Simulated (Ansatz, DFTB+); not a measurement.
# Group exchange: C5H12 + H2S2 → C4H10S + CH4S

Species: C5H12 (neopentane) `CC(C)(C)C`, singlet; H2S2 `SS`, singlet; C4H10S (2-methyl-2-propanethiol) `CC(C)(C)S`, singlet; CH4S (methanethiol) `CS`, singlet. The partners trade CH3 for SH: C–CH3 and S–SH bonds give way to C–SH and S–CH3.

Shapes, held fixed at every level: PBE0-D4/def2-TZVP. Flexible molecules stand in one conformer, not always the lowest. Programs: Ansatz 0.2.0, DFTB+ 25.1. Electronic energies: no zero-point or thermal term.

| level | kind | ΔE (kJ/mol) | less CCSD(T)/CBS estimate |
| --- | --- | --- | --- |
| DFTB2 | semi-empirical | +37.7 | +20.8 |
| HF/def2-TZVPP | Hartree–Fock | +18.2 | +1.3 |
| r2SCAN-D4/def2-TZVPP | meta-GGA | +20.0 | +3.1 |
| BHLYP-D4/def2-TZVPP | global hybrid | +19.3 | +2.4 |
| PBE0-D4/def2-TZVPP | global hybrid | +20.1 | +3.2 |
| MP2/def2-TZVPP | perturbation theory | +12.0 | -4.9 |
| CCSD(T)/def2-SVP | coupled cluster or CI | +7.4 | -9.5 |
| CCSD/def2-SVP | coupled cluster or CI | +8.7 | -8.2 |
| CCSD(T)/CBS estimate | coupled cluster or CI | +16.9 | 0.0 |

The highest level, CCSD(T)/CBS estimate, gives ΔE = +16.9 kJ/mol; the levels span +7.4 to +37.7. The column of differences is taken from that level and isn't an error. No measured value is set beside it here. The CBS estimate extrapolates MP2 from def2-TZVPP and def2-QZVPP and adds CCSD(T) − MP2 in the triple-zeta set, cores frozen.
